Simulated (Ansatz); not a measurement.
## Down a group: atomization energies of Ge2F, Ge2Cl

Ansatz 0.2.0, basis cc-pVDZ; geometries are PBE0/def2-TZVP minima. Wave-function levels freeze the cores with the filled d shells of p-block atoms; HF, MP2 and coupled cluster are restricted for singlets and unrestricted otherwise, atoms included, restricted open-shell where a d shell is frozen. The reference is CCSDT(Q) (coupled cluster only where its series has nearly closed). An error is the level's value less the reference. None of these values is a measured one. Energies are electronic, without zero-point terms. No spin–orbit coupling and no scalar relativity. The set is small: it underbinds, by tens of kJ/mol for each bond, so near ties and functionals' places can change in larger sets. The species are chosen: bound, without strong static correlation by their natural occupations or amplitudes, in their lowest spin state as far as vertical gaps and like structures tell, and with a ladder that closes on the reference, so errors are smaller than for species at large; levels whose determinant breaks symmetry or spin markedly are left out.

```json
{"species": "Ge2F, doublet", "bonds (Å)": "F–Ge 2.007, Ge–Ge 2.411", "quantity": "atomization", "symmetry of the states": "B1", "reference": "CCSDT(Q)", "value (kcal/mol)": "147.9", "error CCSD": "-6.8", "error CCSD(T)": "-1.0", "error CCSDT": "-0.5"}
{"species": "Ge2Cl, doublet", "bonds (Å)": "Cl–Ge 2.397, Ge–Ge 2.434", "quantity": "atomization", "symmetry of the states": "B1", "reference": "CCSDT(Q)", "value (kcal/mol)": "127.4", "error CCSD": "-6.6", "error CCSD(T)": "-0.9", "error CCSDT": "-0.5"}
```

The reference falls from F to Cl, by 20.5 kcal/mol in all.
